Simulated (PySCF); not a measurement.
# Name the molecule from its bond curve

A diatomic of charge 0 contains Mg. Its doublet curve at PBE0 in a triple-zeta basis (no relativity, PySCF), in eV from the separated fragments:

R (Å), E (eV) and a bar:
```
    2.491     -0.228 ##############################
    2.607     -0.373 #############
    2.723     -0.451 ####
    2.810     -0.477 #
    2.897     -0.483 
    2.984     -0.475 #
    3.100     -0.450 ####
    3.245     -0.404 #########
    3.418     -0.342 #################
    3.650     -0.261 ##########################
```

The fit gives ωe = 204 cm⁻¹ and the rotational constant Bₑ = 0.1592 cm⁻¹.

Which atom is the partner?

The minimum lies at 2.888 Å, so the reduced mass is 16.8576 u Å² cm⁻¹/(Bₑ·Re²) = 12.70 u. With Mg at 23.99 u the partner weighs about 27.0 u: Al. The molecule is MgAl.

The state was picked by a PBE0 search and need not be the measured ground state.
